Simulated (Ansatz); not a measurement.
Born–Oppenheimer molecular dynamics of AlH7OSi (10 atoms, charge 0, multiplicity 1). It starts at the highest image of a converged band. Of that band: Neighbouring images differ by up to 1.8 eV, so the band resolves the path poorly. A vibrational analysis at the climbing image gives one clearly imaginary mode, 1879i cm⁻¹: a first-order saddle point.

Method: Ansatz 0.2.0, RHF/6-31G*.

```json
{"ensemble": "NVE (velocity Verlet)", "time step": "0.5 fs", "steps asked": "200", "starting velocities drawn for": "300 K", "seed": "11584"}
```

Frames 1 fs apart, positions in Å, forces in eV/Å.

Velocities at 40.0 fs (Å/ps):

```
Al 1.63 8.82 0.06
O -3.80 -10.35 15.17
H 4.36 4.48 -19.24
H -9.59 23.15 10.05
H -10.42 37.60 -15.72
Si 0.44 -3.84 -5.22
H 4.00 -7.63 -9.53
H 3.75 -7.98 1.67
H -0.79 -9.88 -25.15
H 13.14 -4.56 -38.93
```

```xyz
10
Properties=species:S:1:pos:R:3:forces:R:3 time_fs=40.0 energy_less_start_eV=-0.445 T=733
Al 0.201 0.390 0.011 0.01 -0.96 -0.42
O -0.402 -0.429 2.236 3.82 -1.76 0.53
H -0.553 -1.310 1.838 -0.19 1.13 0.69
H 1.623 -0.422 -0.213 -0.59 0.40 0.21
H -1.134 -0.434 -0.340 0.19 0.10 -0.25
Si 0.110 2.621 0.878 0.98 0.35 -0.13
H 1.127 2.085 1.857 -0.36 0.66 0.48
H 0.456 4.061 0.578 0.02 -0.82 -0.26
H -1.239 2.611 1.389 -0.64 0.22 0.76
H 0.487 -0.569 2.752 -3.25 0.68 -1.62
10
Properties=species:S:1:pos:R:3:forces:R:3 time_fs=41.0 energy_less_start_eV=-0.514 T=797
Al 0.202 0.399 0.011 -0.17 -0.84 -0.52
O -0.404 -0.440 2.251 3.09 -1.33 -0.12
H -0.550 -1.300 1.823 -0.28 0.83 0.65
H 1.611 -0.397 -0.202 -0.41 0.23 0.19
H -1.144 -0.396 -0.357 0.20 0.04 -0.21
Si 0.111 2.617 0.873 1.00 0.36 -0.09
H 1.130 2.080 1.850 -0.38 0.65 0.52
H 0.460 4.050 0.578 0.04 -0.69 -0.29
H -1.243 2.602 1.367 -0.67 0.23 0.80
H 0.485 -0.570 2.706 -2.43 0.52 -0.91
10
Properties=species:S:1:pos:R:3:forces:R:3 time_fs=42.0 energy_less_start_eV=-0.581 T=859
Al 0.204 0.407 0.011 -0.40 -0.69 -0.62
O -0.405 -0.452 2.266 1.08 -0.39 -1.05
H -0.549 -1.283 1.813 -0.46 0.16 0.36
H 1.595 -0.370 -0.189 -0.15 0.03 0.16
H -1.151 -0.358 -0.376 0.20 -0.03 -0.18
Si 0.112 2.613 0.868 0.79 0.28 0.05
H 1.128 2.082 1.847 -0.38 0.62 0.55
H 0.465 4.031 0.576 0.08 -0.44 -0.34
H -1.253 2.595 1.353 -0.51 0.24 0.75
H 0.461 -0.567 2.652 -0.26 0.22 0.32
10
Properties=species:S:1:pos:R:3:forces:R:3 time_fs=43.0 energy_less_start_eV=-0.483 T=766
Al 0.205 0.415 0.011 -0.68 -0.51 -0.71
O -0.405 -0.464 2.280 -1.89 0.71 -1.94
H -0.553 -1.264 1.806 -0.64 -0.61 -0.04
H 1.577 -0.342 -0.175 0.16 -0.19 0.13
H -1.157 -0.319 -0.396 0.19 -0.10 -0.15
Si 0.113 2.610 0.863 0.41 0.14 0.27
H 1.123 2.090 1.850 -0.36 0.58 0.58
H 0.470 4.009 0.570 0.14 -0.12 -0.41
H -1.268 2.591 1.347 -0.22 0.26 0.64
H 0.435 -0.561 2.600 2.90 -0.15 1.64
10
Properties=species:S:1:pos:R:3:forces:R:3 time_fs=44.0 energy_less_start_eV=-0.381 T=671
Al 0.206 0.423 0.010 -0.97 -0.35 -0.77
O -0.407 -0.475 2.294 -3.16 1.30 -1.97
H -0.563 -1.251 1.799 -0.72 -1.09 -0.29
H 1.561 -0.317 -0.159 0.48 -0.42 0.09
H -1.161 -0.282 -0.418 0.17 -0.17 -0.13
Si 0.114 2.606 0.857 -0.04 -0.01 0.54
H 1.115 2.103 1.859 -0.32 0.53 0.59
H 0.476 3.985 0.560 0.20 0.22 -0.48
H -1.285 2.589 1.346 0.13 0.27 0.49
H 0.436 -0.557 2.564 4.23 -0.29 1.93
10
Properties=species:S:1:pos:R:3:forces:R:3 time_fs=45.0 energy_less_start_eV=-0.449 T=732
Al 0.207 0.431 0.009 -1.20 -0.26 -0.80
O -0.410 -0.486 2.306 -1.03 1.07 -1.20
H -0.579 -1.248 1.790 -0.58 -0.99 -0.17
H 1.550 -0.295 -0.143 0.74 -0.60 0.06
H -1.163 -0.247 -0.442 0.15 -0.23 -0.12
Si 0.115 2.603 0.852 -0.44 -0.10 0.82
H 1.103 2.121 1.873 -0.29 0.48 0.58
H 0.484 3.964 0.546 0.24 0.51 -0.55
H -1.301 2.590 1.350 0.45 0.29 0.33
H 0.474 -0.555 2.545 1.95 -0.18 1.05
10
Properties=species:S:1:pos:R:3:forces:R:3 time_fs=46.0 energy_less_start_eV=-0.455 T=738
Al 0.208 0.439 0.008 -1.30 -0.27 -0.81
O -0.413 -0.496 2.318 1.75 0.43 -0.76
H -0.601 -1.254 1.780 -0.25 -0.41 0.27
H 1.545 -0.279 -0.126 0.88 -0.71 0.04
H -1.164 -0.213 -0.466 0.12 -0.28 -0.12
Si 0.117 2.599 0.848 -0.73 -0.05 1.10
H 1.089 2.144 1.893 -0.25 0.44 0.54
H 0.495 3.947 0.526 0.25 0.67 -0.59
H -1.312 2.593 1.358 0.69 0.31 0.17
H 0.531 -0.556 2.537 -1.16 -0.11 0.14
10
Properties=species:S:1:pos:R:3:forces:R:3 time_fs=47.0 energy_less_start_eV=-0.360 T=649
Al 0.207 0.446 0.006 -1.23 -0.40 -0.82
O -0.416 -0.506 2.329 3.25 -0.16 -0.83
H -0.626 -1.264 1.771 0.11 0.23 0.78
H 1.549 -0.270 -0.108 0.85 -0.72 0.03
H -1.163 -0.183 -0.492 0.11 -0.33 -0.12
Si 0.118 2.595 0.843 -0.84 0.18 1.36
H 1.072 2.171 1.918 -0.23 0.40 0.45
H 0.508 3.937 0.501 0.21 0.64 -0.59
H -1.318 2.599 1.367 0.82 0.32 0.04
H 0.578 -0.557 2.530 -3.03 -0.16 -0.30
10
Properties=species:S:1:pos:R:3:forces:R:3 time_fs=48.0 energy_less_start_eV=-0.327 T=618
Al 0.207 0.454 0.004 -1.00 -0.64 -0.85
O -0.417 -0.516 2.339 3.49 -0.44 -1.06
H -0.649 -1.272 1.771 0.37 0.61 1.09
H 1.561 -0.268 -0.090 0.65 -0.64 0.04
H -1.162 -0.155 -0.518 0.10 -0.36 -0.11
Si 0.118 2.592 0.840 -0.78 0.58 1.57
H 1.053 2.202 1.948 -0.23 0.37 0.33
H 0.523 3.932 0.471 0.12 0.44 -0.54
H -1.315 2.609 1.376 0.83 0.32 -0.06
H 0.597 -0.560 2.521 -3.56 -0.25 -0.39
10
Properties=species:S:1:pos:R:3:forces:R:3 time_fs=49.0 energy_less_start_eV=-0.427 T=714
Al 0.206 0.461 0.002 -0.66 -0.94 -0.89
O -0.416 -0.526 2.349 2.70 -0.32 -1.21
H -0.669 -1.274 1.780 0.46 0.59 1.08
H 1.579 -0.272 -0.072 0.34 -0.48 0.04
H -1.159 -0.131 -0.546 0.10 -0.38 -0.10
Si 0.119 2.589 0.836 -0.57 1.09 1.73
H 1.032 2.237 1.980 -0.22 0.35 0.17
H 0.539 3.932 0.435 0.00 0.12 -0.45
H -1.304 2.622 1.385 0.72 0.33 -0.13
H 0.582 -0.565 2.507 -2.88 -0.35 -0.24
10
Properties=species:S:1:pos:R:3:forces:R:3 time_fs=50.0 energy_less_start_eV=-0.555 T=834
Al 0.205 0.468 0.000 -0.29 -1.28 -0.94
O -0.413 -0.536 2.358 0.68 0.20 -1.25
H -0.685 -1.271 1.800 0.35 0.17 0.75
H 1.601 -0.280 -0.054 -0.02 -0.30 0.05
H -1.156 -0.111 -0.575 0.12 -0.38 -0.08
Si 0.119 2.586 0.833 -0.24 1.62 1.85
H 1.008 2.275 2.014 -0.22 0.32 -0.01
H 0.555 3.933 0.395 -0.12 -0.22 -0.32
H -1.287 2.637 1.392 0.50 0.33 -0.17
H 0.540 -0.574 2.492 -0.76 -0.46 0.13
10
Properties=species:S:1:pos:R:3:forces:R:3 time_fs=51.0 energy_less_start_eV=-0.524 T=804
Al 0.204 0.474 -0.003 0.07 -1.60 -0.97
O -0.410 -0.547 2.367 -2.45 1.03 -1.18
H -0.697 -1.266 1.826 0.05 -0.52 0.21
H 1.622 -0.291 -0.035 -0.36 -0.12 0.04
H -1.152 -0.094 -0.605 0.14 -0.38 -0.06
Si 0.119 2.583 0.831 0.15 2.10 1.92
H 0.983 2.316 2.048 -0.20 0.28 -0.19
H 0.570 3.932 0.351 -0.23 -0.52 -0.20
H -1.265 2.656 1.398 0.19 0.34 -0.17
H 0.492 -0.587 2.478 2.65 -0.59 0.60
```

Of the whole run (100 fs, mean temperature of the second half 851 K): The conserved energy stayed within 0.39 meV per atom of its start (net change -0.22 meV per atom), so the integration is sound. The kinetic energy rose, since the run started high on the potential surface and went downhill. It ends in pieces (AlH5Si + H2O), so much of that is their flight and rotation, not heat. A run of 0.1 ps of so small a system gives no equilibrium averages. The orbitals stay closed-shell, which can raise the energy where a bond breaks towards radicals; this wasn't checked here.

The run took 2.7 min on 1 thread of Arm Neoverse V2 (shared host), peak memory 0.1 GiB.
